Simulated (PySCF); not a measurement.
PySCF input (HF/def2-TZVPP):

```python
import numpy as np, basis_set_exchange as bse
from pyscf import gto, scf, dft, df

basis = {'C': gto.basis.parse(bse.get_basis('def2-TZVPP', elements=['C'], fmt='nwchem')), 'H': gto.basis.parse(bse.get_basis('def2-TZVPP', elements=['H'], fmt='nwchem')), 'S': gto.basis.parse(bse.get_basis('def2-TZVPP', elements=['S'], fmt='nwchem'))}
mol = gto.M(
    atom='''
    C     1.52595049    0.66962465   -0.00514131
    C     0.01306672    0.83177596    0.01107469
    S    -0.76842299   -0.82795444   -0.00401662
    H    -2.04530251   -0.41196503    0.01342695
    H    -0.30620621    1.36414052    0.90638732
    H    -0.32262366    1.38796375   -0.86351038
    H     2.00875442    1.64843170    0.00355520
    H     1.87121493    0.11325855    0.86772264
    H     1.85482770    0.13703792   -0.89891611
    ''',
    basis=basis,
    charge=0,
    verbose=4,
    max_memory=8640,
)
mf = scf.RHF(mol)
mf = mf.density_fit(auxbasis=df.autoaux(mol))
mf.conv_tol = 1e-9
mf.max_cycle = 100
print('smallest overlap eigenvalue', np.linalg.eigvalsh(mol.intor('int1e_ovlp'))[0])
mf.kernel()
dip = mf.dip_moment()
```

Output:

```
PySCF version 2.14.0

[INPUT] verbose = 4
[INPUT] num. atoms = 9
[INPUT] num. electrons = 34
[INPUT] charge = 0
[INPUT] spin (= nelec alpha-beta = 2S) = 0
[INPUT] symmetry False subgroup None
[INPUT] Mole.unit = angstrom
[INPUT] Symbol           X                Y                Z      unit          X                Y                Z       unit  Magmom
[INPUT]  1 C      1.525950490000   0.669624650000  -0.005141310000 AA    2.883628505746   1.265407194758  -0.009715667821 Bohr   0.0
[INPUT]  2 C      0.013066720000   0.831775960000   0.011074690000 AA    0.024692522146   1.571828761397   0.020928131014 Bohr   0.0
[INPUT]  3 S     -0.768422990000  -0.827954440000  -0.004016620000 AA   -1.452108998919  -1.564607135218  -0.007590311746 Bohr   0.0
[INPUT]  4 H     -2.045302510000  -0.411965030000   0.013426950000 AA   -3.865061585785  -0.778501079598   0.025373258188 Bohr   0.0
[INPUT]  5 H     -0.306206210000   1.364140520000   0.906387320000 AA   -0.578645874541   2.577851978222   1.712823797579 Bohr   0.0
[INPUT]  6 H     -0.322623660000   1.387963750000  -0.863510380000 AA   -0.609670358705   2.622871358324  -1.631798123919 Bohr   0.0
[INPUT]  7 H      2.008754420000   1.648431700000   0.003555200000 AA    3.795995705310   3.115084448051   0.006718354318 Bohr   0.0
[INPUT]  8 H      1.871214930000   0.113258550000   0.867722640000 AA    3.536083737897   0.214027640765   1.639758141685 Bohr   0.0
[INPUT]  9 H      1.854827700000   0.137037920000  -0.898916110000 AA    3.505116361257   0.258964137480  -1.698705256859 Bohr   0.0

nuclear repulsion = 107.336929283292
number of shells = 72
number of NR pGTOs = 251
number of NR cGTOs = 188
basis = {'C': [[0, [13575.349682, 0.00022245814352], [2035.233368, 0.0017232738252], [463.22562359, 0.0089255715314], [131.20019598, 0.035727984502], [42.853015891, 0.11076259931], [15.584185766, 0.24295627626]], [0, [6.2067138508, 0.41440263448], [2.5764896527, 0.23744968655]], [0, [0.57696339419, 1.0]], [0, [0.22972831358, 1.0]], [0, [0.095164440028, 1.0]], [1, [34.697232244, 0.0053333657805], [7.9582622826, 0.035864109092], [2.3780826883, 0.14215873329], [0.81433208183, 0.34270471845]], [1, [0.28887547253, 0.46445822433]], [1, [0.10056823671, 0.24955789874]], [2, [1.097, 1.0]], [2, [0.318, 1.0]], [3, [0.761, 1.0]]], 'H': [[0, [34.061341, 0.0060251978], [5.1235746, 0.045021094], [1.1646626, 0.20189726]], [0, [0.32723041, 1.0]], [0, [0.10307241, 1.0]], [1, [1.407, 1.0]], [1, [0.388, 1.0]], [2, [1.057, 1.0]]], 'S': [[0, [60700.928104, 0.00054695944225], [9102.6106854, 0.0042297224557], [2071.4166009, 0.021747824159], [586.02476821, 0.085100053589], [190.55395021, 0.24799128459], [67.63038426, 0.46703640406], [25.127306905, 0.3643458755]], [0, [112.5746301, 0.02167004024], [34.795554217, 0.09360230176], [6.5115556215, -0.26068001422]], [0, [3.2399032261, 1.2842089435], [1.5477160881, 0.66036416584]], [0, [0.40541030112, 1.0]], [0, [0.14550651059, 1.0]], [1, [564.36716027, 0.0024796796317], [133.42624379, 0.01967793025], [42.468271189, 0.089980008258], [15.61652758, 0.25705880575], [6.1093988469, 0.43515167292]], [1, [2.4404160198, 0.34883240595]], [1, [0.83882201296, 1.0]], [1, [0.312887469, 1.0]], [1, [0.10770109004, 1.0]], [2, [3.756, 1.0]], [2, [0.812, 1.0]], [2, [0.273, 1.0]], [3, [0.557, 1.0]]]}
ecp = {}
ETB for H: l = 0, exps = 0.20614482 * 1.8^n , n = 0..10
ETB for H: l = 1, exps = 0.49107241 * 2^n , n = 0..3
ETB for H: l = 2, exps = 0.776 * 2.2^n , n = 0..2
ETB for H: l = 3, exps = 1.4449999999999998 * 2.2^n , n = 0..1
ETB for C: l = 0, exps = 0.190328880056 * 1.8^n , n = 0..15
ETB for C: l = 1, exps = 0.195732676738 * 1.8^n , n = 0..12
ETB for C: l = 2, exps = 0.20113647342 * 1.8^n , n = 0..11
ETB for C: l = 3, exps = 0.41856823671 * 2.2^n , n = 0..6
ETB for C: l = 4, exps = 0.636 * 2.2^n , n = 0..2
ETB for S: l = 0, exps = 0.21540218008 * 1.8^n , n = 0..17
ETB for S: l = 1, exps = 0.21540218008 * 1.8^n , n = 0..14
ETB for S: l = 2, exps = 0.21540218008 * 1.8^n , n = 0..13
ETB for S: l = 3, exps = 0.38070109004 * 2.2^n , n = 0..7
ETB for S: l = 4, exps = 0.546 * 2.2^n , n = 0..4
smallest overlap eigenvalue 0.0003839957917727948

******** <class 'pyscf.df.df_jk.DFRHF'> ********
method = DFRHF
initial guess = minao
damping factor = 0
level_shift factor = 0
DIIS = <class 'pyscf.scf.diis.CDIIS'>
diis_start_cycle = 1
diis_space = 8
diis_damp = 0
SCF conv_tol = 1e-09
SCF conv_tol_grad = None
SCF max_cycles = 100
direct_scf = False
Set gradient conv threshold to 3.16228e-05
Initial guess from minao.
******** <class 'pyscf.df.df.DF'> ********
auxbasis = {'H': [[0, [np.float64(73.60333237483039), 1]], [0, [np.float64(40.8907402082391), 1]], [0, [np.float64(22.71707789346617), 1]], [0, [np.float64(12.620598829703427), 1]], [0, [np.float64(7.011443794279681), 1]], [0, [np.float64(3.8952465523776008), 1]], [0, [np.float64(2.164025862432), 1]], [0, [np.float64(1.2022365902400003), 1]], [0, [np.float64(0.6679092168), 1]], [0, [np.float64(0.37106067600000003), 1]], [0, [np.float64(0.20614482), 1]], [1, [np.float64(3.92857928), 1]], [1, [np.float64(1.96428964), 1]], [1, [np.float64(0.98214482), 1]], [1, [np.float64(0.49107241), 1]], [2, [np.float64(3.7558400000000005), 1]], [2, [np.float64(1.7072000000000003), 1]], [2, [np.float64(0.776), 1]], [3, [np.float64(3.179), 1]], [3, [np.float64(1.4449999999999998), 1]]], 'C': [[0, [np.float64(1284.0805526744764), 1]], [0, [np.float64(713.3780848191536), 1]], [0, [np.float64(396.32115823286307), 1]], [0, [np.float64(220.1784212404795), 1]], [0, [np.float64(122.3213451335997), 1]], [0, [np.float64(67.95630285199984), 1]], [0, [np.float64(37.75350158444436), 1]], [0, [np.float64(20.97416754691353), 1]], [0, [np.float64(11.65231530384085), 1]], [0, [np.float64(6.473508502133805), 1]], [0, [np.float64(3.5963936122965583), 1]], [0, [np.float64(1.9979964512758654), 1]], [0, [np.float64(1.109998028486592), 1]], [0, [np.float64(0.61666557138144), 1]], [0, [np.float64(0.3425919841008), 1]], [0, [np.float64(0.190328880056), 1]], [1, [np.float64(226.42970282106376), 1]], [1, [np.float64(125.79427934503539), 1]], [1, [np.float64(69.88571074724189), 1]], [1, [np.float64(38.82539485957883), 1]], [1, [np.float64(21.569663810877127), 1]], [1, [np.float64(11.983146561598403), 1]], [1, [np.float64(6.657303645332446), 1]], [1, [np.float64(3.698502025184692), 1]], [1, [np.float64(2.0547233473248285), 1]], [1, [np.float64(1.141512970736016), 1]], [1, [np.float64(0.63417387263112), 1]], [1, [np.float64(0.3523188181284), 1]], [1, [np.float64(0.195732676738), 1]], [2, [np.float64(129.2672135564711), 1]], [2, [np.float64(71.81511864248395), 1]], [2, [np.float64(39.8972881347133), 1]], [2, [np.float64(22.165160074840724), 1]], [2, [np.float64(12.313977819355957), 1]], [2, [np.float64(6.841098788531086), 1]], [2, [np.float64(3.800610438072826), 1]], [2, [np.float64(2.111450243373792), 1]], [2, [np.float64(1.1730279129854402), 1]], [2, [np.float64(0.6516821738808), 1]], [2, [np.float64(0.362045652156), 1]], [2, [np.float64(0.20113647342), 1]], [3, [np.float64(47.457226495629094), 1]], [3, [np.float64(21.571466588922313), 1]], [3, [np.float64(9.805212085873778), 1]], [3, [np.float64(4.456914584488081), 1]], [3, [np.float64(2.0258702656764003), 1]], [3, [np.float64(0.920850120762), 1]], [3, [np.float64(0.41856823671), 1]], [4, [np.float64(3.0782400000000005), 1]], [4, [np.float64(1.3992000000000002), 1]], [4, [np.float64(0.636), 1]]], 'S': [[0, [np.float64(4708.501154297886), 1]], [0, [np.float64(2615.8339746099364), 1]], [0, [np.float64(1453.2410970055203), 1]], [0, [np.float64(807.3561650030668), 1]], [0, [np.float64(448.53120277948153), 1]], [0, [np.float64(249.18400154415644), 1]], [0, [np.float64(138.43555641342022), 1]], [0, [np.float64(76.90864245190012), 1]], [0, [np.float64(42.72702358438896), 1]], [0, [np.float64(23.73723532466053), 1]], [0, [np.float64(13.18735295814474), 1]], [0, [np.float64(7.326307198969299), 1]], [0, [np.float64(4.070170666094055), 1]], [0, [np.float64(2.261205925607808), 1]], [0, [np.float64(1.2562255142265601), 1]], [0, [np.float64(0.6979030634592001), 1]], [0, [np.float64(0.38772392414400003), 1]], [0, [np.float64(0.21540218008), 1]], [1, [np.float64(807.3561650030668), 1]], [1, [np.float64(448.53120277948153), 1]], [1, [np.float64(249.18400154415644), 1]], [1, [np.float64(138.43555641342022), 1]], [1, [np.float64(76.90864245190012), 1]], [1, [np.float64(42.72702358438896), 1]], [1, [np.float64(23.73723532466053), 1]], [1, [np.float64(13.18735295814474), 1]], [1, [np.float64(7.326307198969299), 1]], [1, [np.float64(4.070170666094055), 1]], [1, [np.float64(2.261205925607808), 1]], [1, [np.float64(1.2562255142265601), 1]], [1, [np.float64(0.6979030634592001), 1]], [1, [np.float64(0.38772392414400003), 1]], [1, [np.float64(0.21540218008), 1]], [2, [np.float64(448.53120277948153), 1]], [2, [np.float64(249.18400154415644), 1]], [2, [np.float64(138.43555641342022), 1]], [2, [np.float64(76.90864245190012), 1]], [2, [np.float64(42.72702358438896), 1]], [2, [np.float64(23.73723532466053), 1]], [2, [np.float64(13.18735295814474), 1]], [2, [np.float64(7.326307198969299), 1]], [2, [np.float64(4.070170666094055), 1]], [2, [np.float64(2.261205925607808), 1]], [2, [np.float64(1.2562255142265601), 1]], [2, [np.float64(0.6979030634592001), 1]], [2, [np.float64(0.38772392414400003), 1]], [2, [np.float64(0.21540218008), 1]], [3, [np.float64(94.96047669114729), 1]], [3, [np.float64(43.16385304143058), 1]], [3, [np.float64(19.619933200650262), 1]], [3, [np.float64(8.918151454841027), 1]], [3, [np.float64(4.053705206745922), 1]], [3, [np.float64(1.8425932757936003), 1]], [3, [np.float64(0.8375423980880001), 1]], [3, [np.float64(0.38070109004), 1]], [4, [np.float64(12.790377600000005), 1]], [4, [np.float64(5.8138080000000025), 1]], [4, [np.float64(2.6426400000000005), 1]], [4, [np.float64(1.2012000000000003), 1]], [4, [np.float64(0.546), 1]]]}
init E= -476.988331104804
  HOMO = -0.274445214853138  LUMO = 0.0588818021022384  gap/eV = 9.07029
cycle= 1 E= -476.757873306625  delta_E= 0.23  |g|= 0.338  |ddm|= 1.94
  HOMO = -0.343922723805481  LUMO = 0.112893750787254  gap/eV = 12.43061
cycle= 2 E= -476.795051169089  delta_E= -0.0372  |g|= 0.151  |ddm|= 0.375
  HOMO = -0.352921346753476  LUMO = 0.124054825011584  gap/eV = 12.97918
cycle= 3 E= -476.800651692608  delta_E= -0.0056  |g|= 0.0431  |ddm|= 0.121
  HOMO = -0.353679437653582  LUMO = 0.125208678288971  gap/eV = 13.03121
cycle= 4 E= -476.801476202732  delta_E= -0.000825  |g|= 0.0105  |ddm|= 0.0499
  HOMO = -0.35296871799806  LUMO = 0.125533194867398  gap/eV = 13.02070
cycle= 5 E= -476.801523616417  delta_E= -4.74e-05  |g|= 0.00335  |ddm|= 0.0125
  HOMO = -0.353498650544072  LUMO = 0.125464342481415  gap/eV = 13.03325
cycle= 6 E= -476.80153183948  delta_E= -8.22e-06  |g|= 0.001  |ddm|= 0.00589
  HOMO = -0.353535410608096  LUMO = 0.125508842620444  gap/eV = 13.03546
cycle= 7 E= -476.801532638287  delta_E= -7.99e-07  |g|= 0.000288  |ddm|= 0.00197
  HOMO = -0.353611060421265  LUMO = 0.125506813554608  gap/eV = 13.03746
cycle= 8 E= -476.8015326969  delta_E= -5.86e-08  |g|= 6.86e-05  |ddm|= 0.000612
  HOMO = -0.353610477002515  LUMO = 0.125509466305058  gap/eV = 13.03752
cycle= 9 E= -476.8015327001  delta_E= -3.2e-09  |g|= 1.95e-05  |ddm|= 0.00016
  HOMO = -0.353612500329398  LUMO = 0.125509393831479  gap/eV = 13.03757
cycle= 10 E= -476.801532700349  delta_E= -2.49e-10  |g|= 6.17e-06  |ddm|= 5.1e-05
  HOMO = -0.353613128900729  LUMO = 0.125509421455003  gap/eV = 13.03759
Extra cycle  E= -476.801532700371  delta_E= -2.21e-11  |g|= 2.7e-06  |ddm|= 1.27e-05
converged SCF energy = -476.801532700371
Dipole moment(X, Y, Z, Debye):  0.08370,  1.75898,  0.02290
```
